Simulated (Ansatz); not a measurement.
# Worked example: ideal-gas entropy of NO2F (nitryl fluoride)

A singlet with charge 0, relaxed at PBE0-D4/def2-TZVP (Ansatz 0.2.0):

```xyz
4

O     0.1883    0.4699    1.1203
N     0.0797   -0.0718    0.0891
O     0.4766   -1.0687   -0.3769
F    -0.7446    0.6705   -0.8325
```

Harmonic wavenumbers in cm⁻¹: 597, 621, 796, 867, 1412, 1924.

Masses in u: O 15.999, N 14.007, F 18.998. Take T = 298.15 K, p = 1 bar, R = 8.3145 J/(mol K), kT/hc = 207.22 cm⁻¹, rigid rotor and harmonic oscillator.

Problem. Work out S° at 298 K.

Solution. 
1. Translation (Sackur–Tetrode): S = R[3/2 ln M + 5/2 ln T − 1.1517] with M = 65.003 gives 160.9 J/(mol K).
2. Rotation: principal moments 37.534, 43.069, 80.603 u Å² give A, B, C = 0.4491, 0.3914, 0.2091 cm⁻¹; the symmetry number is σ = 2; q = (√π/σ)√((kT/hc)³/ABC) = 13789; S = R(ln q + 3/2) = 91.7.
3. Vibration: with u = ν̃/207.22, each mode gives R[u/(eᵘ − 1) − ln(1 − e⁻ᵘ)]; the sum is 5.3, most from 597 cm⁻¹ (1.9), 621 cm⁻¹ (1.7), 796 cm⁻¹ (0.9).
4. Electronic: R ln 1 = 0.0, from the spin multiplicity alone.
5. Sum: 160.9 + 91.7 + 5.3 + 0.0 = 257.9 J/(mol K).

The tabulated value is 260.4 J/(mol K) (CRC Handbook of Chemistry and Physics): the model is off by -2.5.
